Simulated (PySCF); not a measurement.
Molecule: 4-Methyloxazole (Cc1cocn1, C₄H₅NO).

Molfile (atoms numbered from 1):
```
C4H5NO
     RDKit          3D

 11 11  0  0  0  0  0  0  0  0999 V2000
   -1.6592   -0.1503    0.2562 C   0  0  0  0  0  0  0  0  0  0  0  0
   -0.1899   -0.0468    0.0297 C   0  0  0  0  0  0  0  0  0  0  0  0
    0.6166    1.0513   -0.0315 C   0  0  0  0  0  0  0  0  0  0  0  0
    1.8870    0.6298   -0.2538 O   0  0  0  0  0  0  0  0  0  0  0  0
    1.7969   -0.7053   -0.3183 C   0  0  0  0  0  0  0  0  0  0  0  0
    0.6023   -1.1660   -0.1595 N   0  0  0  0  0  0  0  0  0  0  0  0
   -1.9414    0.1840    1.2665 H   0  0  0  0  0  0  0  0  0  0  0  0
   -1.9632   -1.1993    0.1476 H   0  0  0  0  0  0  0  0  0  0  0  0
   -2.2285    0.4525   -0.4670 H   0  0  0  0  0  0  0  0  0  0  0  0
    0.4591    2.1223    0.0561 H   0  0  0  0  0  0  0  0  0  0  0  0
    2.7184   -1.2575   -0.4952 H   0  0  0  0  0  0  0  0  0  0  0  0
  1  2  1  0
  2  3  2  0
  3  4  1  0
  4  5  1  0
  5  6  2  0
  6  2  1  0
  1  7  1  0
  1  8  1  0
  1  9  1  0
  3 10  1  0
  5 11  1  0
M  END
```

Spin–spin couplings on one PBE0-D3(BJ)/def2-SVP geometry, PySCF 2.14, gas phase, non-relativistic, equivalent pairs averaged (spin–dipole term only in couplings to heteroatoms); isotopes 13C, 1H, 17O; functional B3LYP.

**Question.** How do the couplings (Hz) change with the basis set? Times are CPU seconds on shared hosts with different chips, so compare them loosely. Far from the basis limit: 6-31G-J, pcJ-0, 6-31G*, def2-TZVP, cc-pVTZ.

**Answer.** 
| basis set | functions | 1J(C5,H11) | 1J(C3,H10) | 1J(C1,H7) | 1J(C2,C3) | 1J(C1,C2) | 1J(O4,C5) | 1J(C3,O4) | core-s |
| --- | --- | --- | --- | --- | --- | --- | --- | --- | --- |
| 6-31G-J | 92 | 253.8 | 226.9 | 139.0 | 75.3 | 62.1 | 46.8 | 32.6 | 6.7 |
| pcJ-0 | 93 | 216.3 | 197.8 | 116.9 | 56.7 | 48.0 | 46.5 | 29.4 | 6.4 |
| 6-31G* | 94 | 221.0 | 198.5 | 146.1 | 91.6 | 67.8 | 18.7 | 10.0 | 6.7 |
| pcJ-1 | 212 | 240.0 | 214.4 | 134.7 | 76.7 | 60.2 | 34.6 | 23.6 | 11 |
| def2-TZVP | 216 | 229.0 | 204.3 | 127.1 | 76.8 | 59.0 | 37.4 | 26.3 | 22 |
| cc-pVTZ | 250 | 216.5 | 194.2 | 118.7 | 91.8 | 52.4 | 31.8 | 24.9 | 27 |

The Fermi-contact term samples the wavefunction at the nucleus, which is why sets with added tight s functions (names with J) are made for couplings.
